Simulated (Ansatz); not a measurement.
# Structure relaxation of Nb

Method: Ansatz, DFT r2SCAN, scalar-relativistic, plane waves, PAW. Cutoff 500 eV, Γ-centred k mesh, Gaussian smearing, no spin polarisation in the final step.

Nb was placed on the indium (bct) structure type (I4/mmm, No. 139), at a guessed volume.

```xyz
1
Lattice="-1.4615 1.4615 2.2235 1.4615 -1.4615 2.2235 1.4615 1.4615 -2.2235" Properties=species:S:1:pos:R:3 pbc="T T T"
Nb    0.0000    0.0000    0.0000
```

Cell and atoms relax at zero pressure; the relaxation can't lower the symmetry of the start.

Energies count from the standard state of Nb at the same level.

Task: Which crystal results?

Result: It keeps I4/mmm (No. 139). The result has the indium (bct) structure. Conventional cell: a = 2.733 Å, c = 4.916 Å. Nb is coordinated by 4 Nb at 2.73 Å and 8 Nb at 3.13 Å.

```cif
data_structure
_symmetry_space_group_name_H-M 'I4/mmm'
_symmetry_Int_Tables_number 139
_cell_length_a 2.7327
_cell_length_b 2.7327
_cell_length_c 4.9163
_cell_angle_alpha 90.000
_cell_angle_beta 90.000
_cell_angle_gamma 90.000
_cell_volume 36.71
loop_
_atom_site_label
_atom_site_type_symbol
_atom_site_symmetry_multiplicity
_atom_site_Wyckoff_symbol
_atom_site_fract_x
_atom_site_fract_y
_atom_site_fract_z
_atom_site_occupancy
Nb1 Nb 2 a 0.00000 0.00000 0.00000 1
```

Task: What are its volume, energy, density and gap?

Result: The volume per atom is 18.36 Å³, the density is 8.40 g/cm³ and the energy over the standard structure is 0.13 eV/atom. The gap on the 26×26×26 mesh is 0 eV (a metal).

The final run used a 26×26×26 mesh on its 1-atom cell and 0.10 eV smearing. For metals, differences of a few meV/atom aren't resolved. A structure relaxed within its symmetry needn't be a true minimum. The steps took roughly 5 core-minutes in all.